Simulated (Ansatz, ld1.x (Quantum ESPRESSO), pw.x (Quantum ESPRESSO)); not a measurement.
Li (Z = 3): one change to the RRKJ potential, in the atom and in the fcc crystal

```
Element                 : lithium
Generator               : ld1.x (Quantum ESPRESSO) 7.5
Type                    : norm-conserving RRKJ (Kleinman–Bylander form)
Functional              : PBEsol
Relativity              : scalar-relativistic
Frozen core             : [He]
Valence charge          : 1
Reference configuration : 2s1 2p0
Partial waves           : 2p (bound, empty): rc 4.20 bohr; 3d channel at 0.4 Ry: rc 3.40 bohr; 2s (bound): rc 2.00 bohr
Local potential         : the s channel
Core correction         : Bessel-smoothed model core, default radius (core density twice the valence density)
```

Change: all radii but the core radius scaled by about 0.76 (s 1.52, p 3.20, d 2.60 bohr).

Cutoffs, loose and tight: the cutoffs (Ry, on a coarse ladder) from which the occupation-weighted sum of valence levels, in a spherical-Bessel basis at the reference potential, stays within 10 and 1 mRy of its value at 400 Ry. They do not see the model core or the augmentation charge, which bear on the density cutoff. Test errors are all-electron minus pseudo excitation energies from the reference, over the configurations 2s0.5 2p0; 2s0 2p1; variants that change the core or the reference have their own tests.

Crystal test: fcc Li in pw.x 7.5, no spin, 13³ k-points, Fermi–Dirac smearing 0.01 Ry, cutoffs set for each file from its atomic test. The reference is all-electron LAPW (Ansatz 0.2.0) with the same functional, mesh and smearing; V0 and B0 come from Birch–Murnaghan fits to the pressures at five volumes. Errors are pseudo minus all-electron; Δ is the rms difference of the E(V) curves that follow from these fits, minima aligned, over ±6 % about the mean V0. Mesh and smearing are coarse, so the numbers serve the comparison and aren't converged zero-temperature values; the lattice is a test structure that the element need not adopt.

All-electron: a0 = 4.327 Å (V0 = 20.25 Å³/atom), B0 = 13.5 GPa.

Does the change bring the crystal closer to the all-electron result?

The mean pressure error goes from -0.71 to -0.34 GPa, so the change moves the solid closer to the all-electron pressures.

```tsv
quantity	base	changed
outcome (atom)	generated	generated
cutoff, loose (atom)	6 Ry	18 Ry
cutoff, tight (atom)	6 Ry	35 Ry
bound ghosts (atom)	none	none
largest test error (meV) (atom)	-8.6	+1.0
cutoffs in pw.x (Ry)	50/200	50/200
a0 (Å)	–	4.289
a0 error (%)	–	-0.88
B0 error (%)	–	+0.5
Δ (meV/atom)	–	1.6
mean pressure error (GPa)	-0.71	-0.34
```

A dash: not determined, or the minimum lies outside the volumes sampled.

Base: The largest radius (4.20 bohr) exceeds half the bond length (2.89 bohr), so the spheres overlap, which is one possible source of error among others. This is a poor potential for the solid. Changed file: The largest radius (3.20 bohr) exceeds half the bond length (2.89 bohr), so the spheres overlap, which is one possible source of error among others. This is a poor potential for the solid. The atomic cutoffs weigh occupied waves only.
